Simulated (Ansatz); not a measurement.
# Energy on a grid of two coordinates

CH$_{3}$NaS, singlet, PBE0-D4/def2-TZVP minimum:

Na1  (-1.971, 0.122, 0.472)
C2  (-0.002, 0.028, -0.654)
S3  (0.788, -0.495, 0.916)
H4  (-0.063, -0.918, -1.208)
H5  (0.691, 0.670, -1.200)
H6  (0.558, 0.594, 1.675)
(Å)

Rows set the bond length C2–H4 (Å; 1.098 at the minimum), columns the angle H5–C2–S3 (°; 108.9), set in this order; the parts move rigidly, in a bend the first-named atom's side turns in the plane, and in a torsion the whole end group turns. CCSD(T) energies count from the value at that structure, in kJ/mol. Computed with Ansatz 0.2.0 (basis: def2-TZVPP); correlated methods freeze the cores. The outer core shell of Li, Na, Mg and K is correlated. The def2 sets are not built for correlating such inner shells, so the correlated values are less sure here.

| C2–H4 \ H5–C2–S3 | 78.9 | 88.9 | 98.9 | 108.9 | 118.9 | 128.9 | 138.9 |
| --- | --- | --- | --- | --- | --- | --- | --- |
| 0.900 | 162.4 | 120.1 | 96.7 | 90.1 | 98.3 | 120.1 | 154.0 |
| 0.967 | 106.8 | 64.3 | 40.8 | 33.9 | 41.9 | ? | 96.9 |
| 1.066 | 75.3 | 32.6 | 8.8 | 1.6 | 9.2 | 30.1 | 62.9 |
| 1.181 | 83.6 | 40.7 | 16.6 | 9.0 | 16.0 | 36.2 | ? |
| 1.308 | 120.8 | ? | 53.4 | 45.4 | 51.9 | 71.3 | 102.1 |
| 1.446 | 174.4 | 131.3 | 106.8 | 98.5 | 104.4 | 123.0 | 152.6 |
| 1.592 | 233.0 | 190.1 | 165.7 | 157.4 | 163.0 | 180.9 | 209.4 |

Question: Fill in the withheld cells. (Judge from chemistry; the value comes from the calculation.)

Answer: Computed: (0.967, 128.9): 63.4; (1.181, 138.9): 68.1; (1.308, 88.9): 77.8 kJ/mol. These count from the CCSD(T) energy at the PBE0-D4 minimum.

The same grid for a cheaper method: HF − CCSD(T), both counted from the minimum, in kJ/mol:
```json
{"C2–H4 \\ H5–C2–S3": "0.900", "78.9": "6.0", "88.9": "0.0", "98.9": "-3.3", "108.9": "-3.9", "118.9": "-2.4", "128.9": "0.9", "138.9": "5.8"}
{"C2–H4 \\ H5–C2–S3": "0.967", "78.9": "7.0", "88.9": "1.0", "98.9": "-2.2", "108.9": "-2.9", "118.9": "-1.4", "128.9": "1.9", "138.9": "6.8"}
{"C2–H4 \\ H5–C2–S3": "1.066", "78.9": "9.1", "88.9": "3.1", "98.9": "-0.1", "108.9": "-0.8", "118.9": "0.7", "128.9": "3.9", "138.9": "8.8"}
{"C2–H4 \\ H5–C2–S3": "1.181", "78.9": "12.5", "88.9": "6.4", "98.9": "3.2", "108.9": "2.4", "118.9": "3.8", "128.9": "7.1", "138.9": "11.9"}
{"C2–H4 \\ H5–C2–S3": "1.308", "78.9": "17.1", "88.9": "11.0", "98.9": "7.7", "108.9": "6.8", "118.9": "8.1", "128.9": "11.3", "138.9": "16.0"}
{"C2–H4 \\ H5–C2–S3": "1.446", "78.9": "23.3", "88.9": "17.1", "98.9": "13.6", "108.9": "12.6", "118.9": "13.7", "128.9": "16.6", "138.9": "21.2"}
{"C2–H4 \\ H5–C2–S3": "1.592", "78.9": "31.0", "88.9": "24.6", "98.9": "20.8", "108.9": "19.6", "118.9": "20.4", "128.9": "23.1", "138.9": "27.3"}
```

The T1 diagnostic stays at or below 0.018.

For scale, one of the runs: CCSD(T)/def2-TZVPP, 147 basis functions (an equivalent command: `ansatz run in.yaml --threads 2`). Time: 11 s of wall clock on 2 CPU threads; the host was shared. Peak host memory: 1.1 GiB.
